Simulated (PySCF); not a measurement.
Gas-phase reaction: 4 SiH4 + 2 SiH ⇌ 3 Si2H6

Method: PySCF energies plus ideal-gas RRHO corrections (1 bar). † marks an energy on the PBE0/def2-TZVP geometry and frequencies; other levels use their own. Open shells (unrestricted): SiH (multiplicity 2); the rest are closed-shell singlets. Spin-orbit splitting is ignored; it lowers the true energy and changes the entropy of SiH.

PBE/def2-SVP gives ΔH°(298 K) = -666 kJ.

**Question.** What do BLYP/def2-TZVP†, LDA/def2-TZVP†, ωB97M-V/def2-TZVP† give?

**Answer.** BLYP/def2-TZVP†: -572 kJ; LDA/def2-TZVP†: -771 kJ; ωB97M-V/def2-TZVP†: -636 kJ. For scale, ΔH°(298 K) is -666 kJ at this level, -636 kJ at ωB97M-V/def2-TZVP†, and runs from -771 to -486 kJ over the 19 levels computed († marks an energy on the PBE0/def2-TZVP geometry).
